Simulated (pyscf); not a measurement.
PySCF, gas phase, ωB97X-D3(BJ)/def2-SVP geometries.

For the elementary gas-phase step `[OH][SiH2][SiH]([SiH3])[SiH3]` + `[H][H]` → `[SiH3][SiH]([SiH3])[SiH3]` + `[OH2]` (singlet surface; O–Si, H–H broken, H–Si, H–O formed), what barrier and reaction energy does ωB97M-D3(BJ)/def2-TZVP give, measured from the separated reactants?

ΔE‡ = 204.5 kJ/mol, ΔE = +58.7 kJ/mol. Zero-point energy shifts the barrier by +11.0 kJ/mol. It is a four-centre exchange, with an imaginary mode of 1221i cm⁻¹. On the product side the descent ends in a complex (not fully relaxed), 16.9 kJ/mol under the separated species and 165.7 kJ/mol under the saddle at ωB97X-D3(BJ)/def2-TZVP. One saddle was located; it need not be the lowest between these sides.
